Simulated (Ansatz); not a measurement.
Basis-set extrapolation for C$_{2}$H$_{3}$FS$_{2}$, SMILES `FCC(=S)S` (PBE0-D4/def2-TZVP geometry, frozen core, the Gaussian-basis code of Ansatz). Multiplicity 1, RHF reference.

```csv
,def2-TZVPP,def2-QZVPP
HF,-972.049722,-972.079886
MP2 correlation,-0.922566,-0.999019
CCSD(T) correlation,-1.005029,not run
```

Energies in hartree. Use E(X) = E(∞) + A·exp(−7.88·√X) for Hartree–Fock and E(X) = E(∞) + B·X^(−2.97) for correlation, with X = 3 and 4, and add CCSD(T) minus MP2 of the smaller set to the MP2 limit.

Problem. What is the CCSD(T) energy at the basis-set limit?

Solution. HF limit: -972.079886 + (-0.030164) × 0.13774 = -972.08404. MP2 limit: -0.999019 + (-0.076453) × 0.74074 = -1.05565. Higher-order term: -1.005029 − (-0.922566) = -0.08246. Total: -973.22215 hartree, 439.5 kJ/mol below CCSD(T)/def2-TZVPP.
